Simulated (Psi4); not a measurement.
Psi4 input (wB97X-D/6-31G*):

```
memory 1500 MB

molecule {
0 3
N    -1.06982458    0.19432482    0.10751560
C     0.27236484    0.31364904   -0.04785169
O     1.05073958   -0.61125119   -0.08188812
H    -1.47667231   -0.72197082    0.20424856
H    -1.66665177    1.00198023    0.12805939
H     0.59199050    1.36783209   -0.14270206
symmetry c1
no_reorient
no_com
}

set {
  basis 6-31G*
  reference uks
  scf_type pk
  dft_radial_points 99
  dft_spherical_points 590
  e_convergence 1e-8
  d_convergence 1e-7
  maxiter 150
}

e = energy('wb97x-d')
print_out(f'\nFINAL {e:.10f} DIPOLE {variable("CURRENT DIPOLE")[0]:.6f} {variable("CURRENT DIPOLE")[1]:.6f} {variable("CURRENT DIPOLE")[2]:.6f}\n')
```

Output:

```
   => Loading Basis Set <=

    Name: 6-31G*
    Role: ORBITAL
    Keyword: BASIS
    atoms 1   entry N          line   128 file 6-31gs.gbs
    atoms 2   entry C          line   111 file 6-31gs.gbs
    atoms 3   entry O          line   145 file 6-31gs.gbs
    atoms 4-6 entry H          line    44 file 6-31gs.gbs

   => WB97X-D: Empirical Dispersion <=

    Chai and Head-Gordon Dispersion Correction
    Chai, J.-D.; Head-Gordon, M. (2010), J. Chem. Phys., 132: 6615-6620

        s6 =       1.000000

         ---------------------------------------------------------
                                   SCF
               by Justin Turney, Rob Parrish, Andy Simmonett
                          and Daniel G. A. Smith
                              UKS Reference
         ---------------------------------------------------------

  ==> Geometry <==

    Molecular point group: c1
    Full point group: C1

    Geometry (in Angstrom), charge = 0, multiplicity = 3:

       Center              X                  Y                   Z               Mass
    ------------   -----------------  -----------------  -----------------  -----------------
         N           -1.069824580000     0.194324820000     0.107515600000    14.003074004430
         C            0.272364840000     0.313649040000    -0.047851690000    12.000000000000
         O            1.050739580000    -0.611251190000    -0.081888120000    15.994914619570
         H           -1.476672310000    -0.721970820000     0.204248560000     1.007825032230
         H           -1.666651770000     1.001980230000     0.128059390000     1.007825032230
         H            0.591990500000     1.367832090000    -0.142702060000     1.007825032230

  Running in c1 symmetry.

  Rotational constants: A =      2.46022  B =      0.37833  C =      0.32790 [cm^-1]
  Rotational constants: A =  73755.56876  B =  11341.94957  C =   9830.27423 [MHz]
  Nuclear repulsion =   71.335339805436462

  Charge       = 0
  Multiplicity = 3
  Electrons    = 24
  Nalpha       = 13
  Nbeta        = 11

  ==> Algorithm <==

  SCF Algorithm Type is PK.
  DIIS enabled.
  MOM disabled.
  Fractional occupation disabled.
  Guess Type is SAD.
  Energy threshold   = 1.00e-08
  Density threshold  = 1.00e-07
  Integral threshold = 1.00e-12

  ==> Primary Basis <==

  Basis Set: 6-31G*
    Blend: 6-31G*
    Number of shells: 24
    Number of basis functions: 51
    Number of Cartesian functions: 51
    Spherical Harmonics?: false
    Max angular momentum: 2

  ==> DFT Potential <==

   => LibXC <=

    Version 7.1.2
    S. Lehtola, C. Steigemann, M. J. T. Oliveira, and M. A. L. Marques,  SoftwareX 7, 1–5 (2018) (10.1016/j.softx.2017.11.002)

   => Composite Functional: WB97X-D <=

    wB97X-D Hyb-GGA Exchange-Correlation Functional

    J.-D. Chai and M. Head-Gordon,  Phys. Chem. Chem. Phys. 10, 6615–6620 (2008) (10.1039/B810189B)

    Deriv               =              1
    GGA                 =           TRUE
    Meta                =          FALSE

    Exchange Hybrid     =           TRUE
    MP2 Hybrid          =          FALSE

   => Exchange-Correlation Functionals <=

    1.0000   wB97X-D range-separated functional

   => Exact (HF) Exchange <=

    0.7780            HF,LR [omega = 0.2000]
    0.2220               HF

   => LibXC Density Thresholds  <==

    XC_HYB_GGA_XC_WB97X_D:  1.00E-14

   => Molecular Quadrature <=

    Radial Scheme          =       TREUTLER
    Pruning Scheme         =           NONE
    Nuclear Scheme         =       TREUTLER

    Blocking Scheme        =         OCTREE
    BS radius alpha        =              1
    Pruning alpha          =              1
    Radial Points          =             99
    Spherical Points       =            590
    Total Points           =         331862
    Total Blocks           =           2454
    Max Points             =            256
    Max Functions          =             51
    Weights Tolerance      =       1.00E-15

  ==> Integral Setup <==

  Using in-core PK algorithm.
   Calculation information:
      Number of atoms:                   6
      Number of AO shells:              24
      Number of primitives:             57
      Number of atomic orbitals:        51
      Number of basis functions:        51

      Integral cutoff                 1.00e-12
      Number of threads:                 1

  Performing in-core PK
  Using 2639403 doubles for integral storage.
  We computed 44772 shell quartets total.
  Whereas there are 45150 unique shell quartets.

  Computing range-separated integrals for PK
  We computed 44772 wK shell quartets total.
  Whereas there are 45150 wK unique shell quartets.

  ==> DiskJK: Disk-Based J/K Matrices <==

    J tasked:                  Yes
    K tasked:                  Yes
    wK tasked:                 Yes
    Omega:               2.000E-01
    Schwarz Cutoff:          1E-12


  Cached 100.0% of DFT collocation blocks in 0.451 [GiB].

  Minimum eigenvalue in the overlap matrix is 5.3145736728E-03.
  Reciprocal condition number of the overlap matrix is 8.3768517188E-04.
    Using symmetric orthogonalization.

  ==> Pre-Iterations <==

  SCF Guess: Superposition of Atomic Densities via on-the-fly atomic UHF (no occupation information).

   -------------------------
    Irrep   Nso     Nmo
   -------------------------
     A         51      51
   -------------------------
    Total      51      51
   -------------------------

  ==> Iterations <==

                        Total Energy        Delta E     RMS |[F,P]|

   @UKS iter SAD:  -169.28678148854118   -1.69287e+02   0.00000e+00
   @UKS iter   1:  -169.50661758726397   -2.19836e-01   1.00721e-02 ADIIS/DIIS
   @UKS iter   2:  -169.55921082275475   -5.25932e-02   8.48056e-03 ADIIS/DIIS
   @UKS iter   3:  -169.63261530398339   -7.34045e-02   7.91381e-04 ADIIS/DIIS
   @UKS iter   4:  -169.63418705751053   -1.57175e-03   4.07492e-04 ADIIS/DIIS
   @UKS iter   5:  -169.63474019979765   -5.53142e-04   1.43798e-04 ADIIS/DIIS
   @UKS iter   6:  -169.63489425706732   -1.54057e-04   4.55099e-05 DIIS
   @UKS iter   7:  -169.63491241407806   -1.81570e-05   1.71968e-05 DIIS
   @UKS iter   8:  -169.63491459996661   -2.18589e-06   1.17380e-05 DIIS
   @UKS iter   9:  -169.63491504527866   -4.45312e-07   5.03745e-06 DIIS
   @UKS iter  10:  -169.63491522897266   -1.83694e-07   1.78472e-06 DIIS
   @UKS iter  11:  -169.63491525718996   -2.82173e-08   4.99344e-07 DIIS
   @UKS iter  12:  -169.63491525881250   -1.62254e-09   8.96118e-08 DIIS
  Energy and wave function converged.

  ==> Post-Iterations <==

   Electrons on quadrature grid:
      Nalpha   =   13.0000000418 ; deviation = 4.179e-08
      Nbeta    =   11.0000001525 ; deviation = 1.525e-07
      Ntotal   =   24.0000001943 ; deviation = 1.943e-07

   @Spin Contamination Metric:   4.848910310E-03
   @S^2 Expected:                2.000000000E+00
   @S^2 Observed:                2.004848910E+00
   @S   Expected:                1.000000000E+00
   @S   Observed:                1.000000000E+00

    Orbital Energies [Eh]
    ---------------------

    Alpha Occupied:

       1A    -19.334645     2A    -14.452596     3A    -10.324063
       4A     -1.209771     5A     -0.994844     6A     -0.714715
       7A     -0.643733     8A     -0.592705     9A     -0.542480
      10A     -0.532368    11A     -0.439079    12A     -0.379148
      13A     -0.136565

    Alpha Virtual:

      14A      0.177542    15A      0.207598    16A      0.261581
      17A      0.341316    18A      0.432113    19A      0.633750
      20A      0.657565    21A      0.733472    22A      0.772039
      23A      0.795126    24A      0.822143    25A      0.903977
      26A      0.942413    27A      0.989691    28A      1.000864
      29A      1.041881    30A      1.099379    31A      1.309761
      32A      1.381784    33A      1.464491    34A      1.552173
      35A      1.564692    36A      1.774906    37A      1.820939
      38A      1.874424    39A      1.921295    40A      2.104163
      41A      2.208924    42A      2.378228    43A      2.383089
      44A      2.587049    45A      2.713497    46A      2.773559
      47A      2.975398    48A      3.089915    49A      3.842622
      50A      3.918331    51A      4.307022

    Beta Occupied:

       1A    -19.310521     2A    -14.447711     3A    -10.314686
       4A     -1.144667     5A     -0.974189     6A     -0.675555
       7A     -0.618797     8A     -0.549684     9A     -0.505504
      10A     -0.472069    11A     -0.335942

    Beta Virtual:

      12A     -0.090494    13A      0.160927    14A      0.185231
      15A      0.217112    16A      0.277882    17A      0.354126
      18A      0.463059    19A      0.667396    20A      0.672764
      21A      0.753835    22A      0.795825    23A      0.812153
      24A      0.838920    25A      0.920220    26A      0.962741
      27A      0.997404    28A      1.007839    29A      1.073288
      30A      1.155039    31A      1.323655    32A      1.394465
      33A      1.499911    34A      1.585710    35A      1.587606
      36A      1.797564    37A      1.865372    38A      1.927988
      39A      1.961955    40A      2.151049    41A      2.222066
      42A      2.404181    43A      2.419823    44A      2.620311
      45A      2.752759    46A      2.787698    47A      3.003746
      48A      3.113873    49A      3.865101    50A      3.947878
      51A      4.341171

    Final Occupation by Irrep:
              A
    DOCC [    11 ]
    SOCC [     2 ]
    NA   [    13 ]
    NB   [    11 ]

  @UKS Final Energy:  -169.63491525881250

   => Energetics <=

    Nuclear Repulsion Energy =             71.3353398054364618
    One-Electron Energy =                -371.8990097489739810
    Two-Electron Energy =                 146.2231458670608504
    DFT Exchange-Correlation Energy =     -15.2936009320711737
    Empirical Dispersion Energy =          -0.0007902502646310
    VV10 Nonlocal Energy =                  0.0000000000000000
    Total Energy =                       -169.6349152588124980

  UHF NO Occupations:
  HONO-2 :   11  A 1.9992702
  HONO-1 :   12  A 1.0000000
  HONO-0 :   13  A 1.0000000
  LUNO+0 :   14  A 0.0007298
  LUNO+1 :   15  A 0.0005650
  LUNO+2 :   16  A 0.0005368
  LUNO+3 :   17  A 0.0002816

Computation Completed

Properties will be evaluated at   0.000000,   0.000000,   0.000000 [a0]

Properties computed using the SCF density matrix

 Multipole Moments:

 ------------------------------------------------------------------------------------
     Multipole            Electronic (a.u.)      Nuclear  (a.u.)        Total (a.u.)
 ------------------------------------------------------------------------------------

 L = 1.  Multiply by 2.5417464519 to convert [e a0] to [Debye]
 Dipole X            :         -0.7513537            0.0000001           -0.7513536
 Dipole Y            :          0.4144533           -0.0000001            0.4144532
 Dipole Z            :          0.0598324           -0.0000000            0.0598324
 Magnitude           :                                                    0.8601649

 ------------------------------------------------------------------------------------

FINAL -169.6349152588 DIPOLE -0.751354 0.414453 0.059832

*** Psi4 exiting successfully. Buy a developer a beer!
```
